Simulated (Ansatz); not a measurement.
Species: CH₄N, charge 0, doublet. CH4N (SMILES [NH]C, doublet).
B3LYP-D3(BJ)/def2-TZVP minimum from Ansatz (a first-principles code):
```
C
H 1 1.0903
H 1 1.1007 2 108.68
H 1 1.1007 2 108.68 3 -114.61
N 1 1.4368 2 110.64 3 122.69
H 5 1.0259 1 107.09 2 180.00
```
Charge 0, spin multiplicity 2.

Total energies in hartree (Ansatz). Open shells are spin-unrestricted; no spin-orbit coupling. Cores are frozen in correlated methods. No relativity. For partners of very few electrons the exact lower level stands in for a higher one.

```csv
species,HF/cc-pVTZ,CCSD(T)/cc-pVTZ,HF/cc-pVQZ,CCSD(T)/cc-pVQZ,CCSDT(Q)/cc-pVTZ
"1: CH4N (SMILES C[NH], doublet)",-94.63067,-95.02844,-94.63773,-95.05737,-95.02960
2: C (triplet),-37.69157,-37.78076,-37.69331,-37.78654,-37.78126
3: N (quartet),-54.40069,-54.51471,-54.40372,-54.52482,-54.51507
4: H (doublet),-0.49981,-0.49981,-0.49995,-0.49995,-0.49981
```

Q: Work out the atomisation energy (electronic, to ground-state atoms) in kcal/mol: take Hartree-Fock from cc-pVQZ, extrapolate the CCSD(T) correlation energy as X^-3 (X = 3, 4), and add CCSDT(Q) - CCSD(T) in cc-pVTZ. 1 hartree = 627.51 kcal/mol.

A: 
Species 1: correlation (64·(-0.41964) - 27·(-0.39777))/37 = -0.43560; step -0.00116; E1 = -94.63773 + (-0.43560) + (-0.00116) = -95.07449
Species 2: correlation (64·(-0.09323) - 27·(-0.08919))/37 = -0.09618; step -0.00050; E2 = -37.69331 + (-0.09618) + (-0.00050) = -37.78999
Species 3: correlation (64·(-0.12110) - 27·(-0.11402))/37 = -0.12627; step -0.00036; E3 = -54.40372 + (-0.12627) + (-0.00036) = -54.53035
Species 4: correlation (64·(0.00000) - 27·(0.00000))/37 = 0.00000; step +0.00000; E4 = -0.49995 + (0.00000) + (+0.00000) = -0.49995
-1·E1 +1·E2 +1·E3 +4·E4 = 0.75435 hartree = 473.4 kcal/mol.
